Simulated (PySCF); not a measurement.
C₅H₁₁Cl.
Geometry (PBE0-D3(BJ)/def2-SVP, Å), atoms numbered from 1 in this order:
```xyz
17
C5H11Cl angstrom
C     -2.5736    0.2502    0.3809
C     -1.2853   -0.5533    0.3092
C     -0.0399    0.3137    0.1776
C      1.2498   -0.4933    0.1049
C      2.4726    0.3871   -0.0322
Cl     3.9781   -0.5769   -0.1229
H     -2.7086    0.8705   -0.5198
H     -3.4545   -0.4032    0.4691
H     -2.5745    0.9286    1.2493
H     -1.3291   -1.2526   -0.5442
H     -1.1904   -1.1867    1.2087
H      0.0084    1.0134    1.0320
H     -0.1311    0.9471   -0.7236
H      1.2133   -1.1896   -0.7497
H      1.3580   -1.1181    1.0073
H      2.4302    0.9968   -0.9462
H      2.5798    1.0656    0.8264
```

Computed at PBE0/pcSseg-1 (PySCF, non-relativistic), with Q(35Cl) = −0.0817 b: Cl6, 35Cl (I = 3/2): χzz = -75.30 MHz, η = 0.016.

Problem. Find the zero-field quadrupole resonance frequencies of 35Cl at Cl6.

Solution. From ν = (|χ|/2)√(1 + η²/3): ν = 37.65 MHz (alkyl chlorine). For 37Cl the ratio of quadrupole moments, 0.7881, gives 29.67 MHz.

Problem. Apply the simplest Townes–Dailey estimate (no s hybridisation, no π bonding), ionic character = 1 − χzz/χ0, where χ0 is the coupling for one missing p electron along the bond: −109.74 MHz for 35Cl.

Solution. Cl6 on C5: 1 − (-75.30)/(-109.74) = 0.31. In this model a purely covalent bond gives χ0 and a free halide ion gives zero; s hybridisation or π bonding, where present, is counted here as ionic character.

In a crystal, neighbours and librations shift these lines. The structure is a single PBE0-D3(BJ)/def2-SVP conformer in the gas phase; no vibrational or solvent corrections. The basis is small and wasn't made for field gradients, so the couplings can be 20 % off.
